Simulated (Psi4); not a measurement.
**TDA-KT2/6-31++G(d,p) (density fitting, Cartesian functions, tdscf states 8, tdscf tda yes) run of AlNH2Cl (SMILES [NH2][Al][Cl])**

Aim: the excited states of AlNH2Cl. 

The results are computed with Psi4 1.11.

2 further runs of the same task are left out: 1 that didn't finish, 1 set aside as unsound or not needed.

## Step 1: The molecule

AlNH2Cl has 5 atoms, charge 0, and is taken as a doublet. SMILES: `[NH2][Al][Cl]`. The shape is that of a PBE0-D4/def2-TZVP optimisation. This is one conformer, not always the lowest.

Bond lengths: N1–Al2 1.765 Å, Al2–Cl3 2.116 Å, N1–H4 1.007 Å, N1–H5 1.009 Å. Angles: N1–Al2–Cl3 116.7°, Al2–N1–H4 124.9°, Al2–N1–H5 124.1°, H4–N1–H5 111.0°.

## Step 2: The vertical excitations at TDA-KT2/6-31++G(d,p) (density fitting, Cartesian functions, tdscf states 8, tdscf tda yes)

alclh2n.xyz reads:

```xyz
5
AlClH2N
N     -0.549400     0.461700    -0.232000
Al     0.402600    -0.291600     1.049100
Cl     1.907000    -1.649700     0.440800
H     -1.293600     1.123300    -0.083500
H     -0.416600     0.282700    -1.215900
```

calc.py reads:

```python
import psi4

psi4.set_memory('1600 MB')
psi4.set_num_threads(1)
psi4.core.set_output_file('run.log', False)

with open('alclh2n.xyz') as f:
    atoms = ''.join(f.readlines()[2:])
m = psi4.geometry('0 2\n' + atoms + 'symmetry c1\nno_reorient\nno_com')

options = {'basis': '6-31++G**', 'reference': 'uks', 'tdscf_states': 8, 'tdscf_tda': True, 'level_shift': 5.0, 'maxiter': 80}
psi4.set_options(options)

E, wfn = psi4.energy("td-kt2", return_wfn=True)
print(f'td-kt2 energy: {E:.10f} Eh')
```

Command:

```console
$ python calc.py
```

run.log:

```text
[...]
  Running in c1 symmetry.
[...]
  Nuclear repulsion =  119.524169334353630
[...]
  Multiplicity = 2
[...]
  Nalpha       = 20
  Nbeta        = 19
[...]
    Number of basis functions: 77
[...]
   @DF-UKS iter   1:  -764.63598598333033    1.97563e-02   1.36576e-02 DIIS/ADIIS/SHIFT
[...]
   @DF-UKS iter  10:  -765.15745327209856   -2.51141e-08   7.13186e-07 DIIS
[...]
   @S^2 Observed:                7.538761701E-01
[...]
    Orbital Energies [Eh]
    ---------------------
    Alpha Occupied:
       1A   -101.565217     2A    -56.115412     3A    -14.383289
       4A     -9.348373     5A     -7.122578     6A     -7.117938
       7A     -7.117613     8A     -4.075655     9A     -2.638732
      10A     -2.637645    11A     -2.634556    12A     -0.790045
      13A     -0.743331    14A     -0.451295    15A     -0.415140
      16A     -0.348269    17A     -0.294835    18A     -0.291103
      19A     -0.240618    20A     -0.197080
    Alpha Virtual:
      21A     -0.068989    22A     -0.026262    23A     -0.014099
      24A      0.016737    25A      0.028453    26A      0.034723
[...]
  @DF-UKS Final Energy:  -765.15745327209856
   => Energetics <=
    Nuclear Repulsion Energy =            119.5241693343536298
    One-Electron Energy =               -1287.0264638957237366
    Two-Electron Energy =                 463.5895110326974873
    DFT Exchange-Correlation Energy =     -61.2446697434259733
    Empirical Dispersion Energy =           0.0000000000000000
    VV10 Nonlocal Energy =                  0.0000000000000000
    Total Energy =                       -765.1574532720985644
[...]
 Multipole Moments:
 ------------------------------------------------------------------------------------
     Multipole            Electronic (a.u.)      Nuclear  (a.u.)        Total (a.u.)
 ------------------------------------------------------------------------------------
 L = 1.  Multiply by 2.5417464519 to convert [e a0] to [Debye]
 Dipole X            :        -61.3858439           60.6541615           -0.7316824
 Dipole Y            :         52.0383724          -51.3963932            0.6419792
 Dipole Z            :        -34.4017005           34.4090782            0.0073776
 Magnitude           :                                                    0.9734222
[...]
**********                               WARNING                                **********
**********       The names of excited state variables changed between 1.5       **********
[...]
                                    Excitation Energy         Total Energy        Oscillator Strength             Rotatory Strength
[...]
Excited State    1 (1 A):   0.10921 au   417.20 nm f = 0.0003
[...]
Excited State    5 (1 A):   0.16599 au   274.49 nm f = 0.0002
[...]
Excited State    6 (1 A):   0.17404 au   261.80 nm f = 0.0814
[...]
Excited State    7 (1 A):   0.18558 au   245.52 nm f = 0.1493
[...]
Excited State    8 (1 A):   0.20865 au   218.37 nm f = 0.0096
[...]
```

Standard output:

```text
td-kt2 energy: -765.1574532721 Eh
```

It took 24 s on 1 thread of Intel Xeon at 2.60GHz (Ice Lake), shared host; peak memory 0.47 GiB.

The roots found:

```tsv
excited state	energy (eV)	strength	label
1	2.972	0.0003	A 1
2	3.726	0.0758	A 1
3	4.349	0.0055	A 1
4	4.505	0.0227	A 1
5	4.517	0.0002	A 1
6	4.736	0.0814	A 1
7	5.050	0.1493	A 1
8	5.678	0.0096	A 1
```

## Step 3: What came out

At TDA-KT2/6-31++G** (density fitting, Cartesian functions, tdscf states 8, tdscf tda yes):

```
                                                   quantity          value
                          ground-state or mean-field energy  -765.15745 Eh
                      dipole moment (KT2 Kohn–Sham density)         2.47 D
HOMO energy (KT2 Kohn–Sham orbitals) (highest over α and β)       -5.36 eV
 LUMO energy (KT2 Kohn–Sham orbitals) (lowest over α and β)       -3.42 eV
                          ⟨S²⟩ of the reference determinant          0.754
                                   lowest excitation energy        2.97 eV
```

**Reading.** The brightest of the 8 transitions from the ground state lies at 5.05 eV (246 nm, f = 0.149); the lowest, at 2.97 eV, has f = 0.000. Roots above 5.4 eV lie over the negative of the HOMO energy, where those of Rydberg kind are poorly described; valence roots are less touched.
